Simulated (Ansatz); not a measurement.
# BClHSi− (SMILES [SiH-]=BCl): functionals against CCSD(T) at one geometry

The atoms stand at a structure displaced at random from a GFN2-xTB minimum. How far do the functionals agree with CCSD(T) there?

The runs use Ansatz 0.2.0, Gaussian basis; single points in def2-TZVPPD.

Cores are frozen in the correlated methods. B3LYP uses VWN-RPA correlation.

### 1 The starting structure

SMILES `[SiH-]=BCl`, 4 atoms, charge -1, spin multiplicity 1.

Atoms are counted from 1 here; the program's logs count them from 0.

Bond lengths: Si1–B2 1.791 Å, Si1–H4 1.197 Å, B2–Cl3 1.389 Å. Angles: B2–Si1–H4 167.9°, Si1–B2–Cl3 166.0°.

Geometry (Å):

```
Si   -0.2372    0.7530   -0.3968
B     0.1136   -0.7581    0.4990
Cl    0.4196   -2.0578    0.8815
H    -0.3771    1.6355   -1.1930
```

### 2 CCSD(T)/def2-TZVPPD

File run/in.yaml:

```yaml
crystal:
  periodic: [false, false, false]
  atoms:
    - {symbol: Si, position_ang: [-0.237200, 0.753000, -0.396800]}
    - {symbol: B, position_ang: [0.113600, -0.758100, 0.499000]}
    - {symbol: Cl, position_ang: [0.419600, -2.057800, 0.881500]}
    - {symbol: H, position_ang: [-0.377100, 1.635500, -1.193000]}
basis:
  gaussian: {orbitals: "def2-TZVPPD.json"}
total_charge: -1
correlation: {method: ccsd_t}
output: {forces: true}
```

The basis file named in the input lies beside it (Basis Set Exchange, JSON).

The command line of these runs was not kept.

### 3 PBE0-D4/def2-TZVPPD

run/in.yaml: that of step 2 with these lines changed.

```diff
@@ -10,3 +10,3 @@
 total_charge: -1
-correlation: {method: ccsd_t}
-output: {forces: true}
+hamiltonian: {xc: pbe0, dispersion: d4}
+output: {forces: true, orbitals: {seedname: orbitals}}
```

### 4 wB97M-V/def2-TZVPPD

run/in.yaml: that of step 3 with these lines changed.

```diff
@@ -10,3 +10,3 @@
 total_charge: -1
-hamiltonian: {xc: pbe0, dispersion: d4}
-output: {forces: true, orbitals: {seedname: orbitals}}
+hamiltonian: {xc: {name: wB97M-V}}
+output: {forces: true}
```

### 5 r2SCAN-D4/def2-TZVPPD

run/in.yaml: that of step 4 with these lines changed.

```diff
@@ -10,3 +10,3 @@
 total_charge: -1
-hamiltonian: {xc: {name: wB97M-V}}
+hamiltonian: {xc: r2scan, dispersion: d4}
 output: {forces: true}
```

### 6 PBE-D4/def2-TZVPPD

run/in.yaml: that of step 5 with these lines changed.

```diff
@@ -10,3 +10,3 @@
 total_charge: -1
-hamiltonian: {xc: r2scan, dispersion: d4}
+hamiltonian: {xc: pbe, dispersion: d4}
 output: {forces: true}
```

### 7 r2SCANh-D4/def2-TZVPPD

run/in.yaml: that of step 6 with these lines changed.

```diff
@@ -10,3 +10,3 @@
 total_charge: -1
-hamiltonian: {xc: pbe, dispersion: d4}
+hamiltonian: {xc: {name: r2SCANh}, dispersion: d4}
 output: {forces: true}
```

### 8 B3LYP-D4/def2-TZVPPD

run/in.yaml: that of step 7 with these lines changed.

```diff
@@ -10,3 +10,3 @@
 total_charge: -1
-hamiltonian: {xc: {name: r2SCANh}, dispersion: d4}
+hamiltonian: {xc: {name: B3LYP}, dispersion: d4}
 output: {forces: true}
```

(Steps that only read results are left out.)

Q: Predict the outcome of this session. Wanted: RMS force component; RMS force error; HOMO and LUMO, PBE0-D4; T1 diagnostic.

**Answer**, as computed:

| quantity | value |
| --- | --- |
| RMS force component | 9.482 to 9.887 eV/Å over the methods |
| RMS force error | PBE0-D4 0.375, wB97M-V 0.271, r2SCAN-D4 0.411, PBE-D4 0.458, r2SCANh-D4 0.387, B3LYP-D4 0.388 eV/Å |
| HOMO and LUMO, PBE0-D4 | 0.56 and 3.27 eV |
| T1 diagnostic | 0.021 |

What this shows: On forces the order runs from wB97M-V to PBE-D4. Frozen-core CCSD(T) forces in triple zeta carry basis errors of their own, and this is one geometry, so small gaps rank nothing. The restricted Hartree–Fock reference is unstable towards an unrestricted one at one or more of these structures.
